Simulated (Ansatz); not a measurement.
A run of Ansatz (development build ahead of 0.2.0) on triplet S₂ at this shape:

```xyz
2

S     0.0000    0.0000   -1.1712
S     0.0000    0.0000    1.1712
```

Its results:

```yaml
Converged: yes
Reference_energy: -794.93475 hartree
Correlation_energy: -0.12126 hartree
Total_energy: -795.05601 hartree
```

(1) Which input gives this output? Name the method, the orbitals and the basis set, and write the input.

## Answers

(1) UHF-CCSD(T) in 6-31G.

```yaml
crystal:
  periodic: [false, false, false]
  atoms:
    - { symbol: S, position_ang: [0.0, 0.0, -1.17118] }
    - { symbol: S, position_ang: [0.0, 0.0, 1.17118] }
basis:
  gaussian: { orbitals: "6-31G" }
magnetization:
  spin_polarized: true
  initial_magnetization: 2
hamiltonian:
  xc: hf
correlation:
  method: ccsd_t
  frozen_orbitals: { S: 5 }
```
